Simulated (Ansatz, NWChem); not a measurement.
## The same job for Ansatz

This NWChem 7.3.0 job computes [PH2]− (phosphanide):

job.nw:
```
start job
title "H2P gradient"
memory stack 880 mb heap 220 mb global 1100 mb
charge -1
geometry noautosym nocenter noautoz
  P        0.498920      -0.293580       0.245050
  H        0.105590       0.990220       0.165130
  H       -0.604500      -0.696650      -0.410180
end
basis spherical bse
  * library def2-SVP
end
scf
  thresh 1e-08
  maxiter 80
end
task scf gradient
```

```bash
$ nwchem job.nw > job.out
```

Geometry: relaxed at GFN2-xTB.

Without diffuse functions such a state is poorly described. The shape is far from stationary at this level.

It gives a total energy of -341.733167 Eh.

**Question.** How is this level of theory, on these atoms, set up in Ansatz 0.2.0 as an input file of the program's own?

**Answer.** For example:

run.yaml:
```yaml
crystal:
  periodic: [false, false, false]
  atoms:
    - {symbol: P, position_ang: [0.498920, -0.293580, 0.245050]}
    - {symbol: H, position_ang: [0.105590, 0.990220, 0.165130]}
    - {symbol: H, position_ang: [-0.604500, -0.696650, -0.410180]}
basis:
  gaussian: {orbitals: def2-SVP}
total_charge: -1
hamiltonian: {xc: hf}
accuracy: high
output: {forces: true, orbitals: {seedname: orbitals}}
```

```bash
$ ansatz run run.yaml --threads 1 --pin off --max-ram 2610MiB --events-out events.jsonl --progress --plain --runs-dir runs
```

Its energy is -341.733167 Eh, 0.000 mEh from the first.
